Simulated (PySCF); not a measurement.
A small calculation by hand: entropy of an ideal gas

H2Si, SMILES [SiH2] (connectivity only; charge and spin as stated), charge +1, multiplicity 2.

The structure is a stationary point at PBE-D3(BJ)/def2-TZVPD. The isomer is the one that the SMILES or the coordinates give; other isomers of the formula were not compared.

PBE-D3(BJ)/def2-TZVPD in PySCF 2.14.0 gives the harmonic wavenumbers 871, 2065, 2153 cm⁻¹ and the rotational temperatures 22.4855, 7.1125, 5.4033 K. The molar mass is 30.10 g/mol, the symmetry number 2, the spin multiplicity 2.

**Question.** Work out the entropy at 298.15 K and 1 atm in the rigid-rotor, harmonic-oscillator model.

**Answer.** 
Translation (Sackur–Tetrode at 1 atm): S = R[1.5 ln M + 2.5 ln T − 1.16487] = 151.2 J/(mol K).
Rotation: q = (√π/σ) T^1.5/√(θA θB θC) = 155, S = R[ln q + 3/2] = 54.4 J/(mol K).
Vibration: with u = 1.4388 ν/T, each mode gives R[u/(e^u − 1) − ln(1 − e^−u)]:
```csv
ν (cm⁻¹),modes,u,S (J/(mol K))
871,1,4.20,0.66
```
The stiffer modes add less than 0.005 each. Sum 0.7 J/(mol K).
Spin: R ln 2 = 5.8 J/(mol K).
Total 212.0 J/(mol K); the program's own thermochemistry gives 212.0. Translation makes up 71 % and vibration 0 %. Anharmonicity, hindered rotation and orbital degeneracy are left out.
